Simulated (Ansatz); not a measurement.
**Basis-set limit of AlBH₅, doublet**

```xyz
7

Al   -0.9622    0.0000    0.0000
H    -1.7551    1.3734    0.0000
H    -1.7551   -1.3734    0.0000
H     0.8788    0.0000    0.0000
B     2.1508    0.0000    0.0000
H     2.6599    0.0000    1.0770
H     2.6599    0.0000   -1.0770
```

Ansatz 0.2.0, UHF determinant, valence electrons correlated. Energies in eV.

| set | X | functions | Hartree–Fock | MP2 correlation | CCSD(T) correlation | time |
| --- | --- | --- | --- | --- | --- | --- |
| def2-TZVPP | 3 | 143 | -7330.2819 | -5.4771 | -6.7265 | 13 s on 1 × NVIDIA H100 80GB HBM3 with 1 thread of AMD EPYC 7R13 Processor (Zen 3), on a shared host |
| def2-QZVPP | 4 | 277 | -7330.5278 | -5.8135 | -6.9878 | 76 s on 1 × NVIDIA H100 80GB HBM3 with 1 thread of AMD EPYC 7R13 Processor (Zen 3) (shared host) |

Hartree–Fock is taken to follow E(X) = E∞ + A·exp(−7.88·√X), correlation E(X) = E∞ + B·X^−2.97.

Work out the CCSD(T) energy at the limit, and how far the shortcut misses it that extrapolates MP2 and adds CCSD(T) minus MP2 from the smaller set.

Hartree–Fock: E∞ = E4 + 0.1377·(E4 − E3) = -7330.5616. Correlation: E∞ = E4 + 0.7407·(E4 − E3) = -7.1812 for CCSD(T) and -6.0628 for MP2. The limit is -7337.7429 eV, 0.227 eV below def2-QZVPP. The shortcut gives a correlation energy of -6.0628 + (-1.2495) = -7.3122, 131 meV lower than the direct value.

Past Ne part of the Hartree–Fock step between the two sets comes from the cores, which don't follow the formula, so the 34 meV that it adds to the total can overshoot; that part largely cancels in differences.
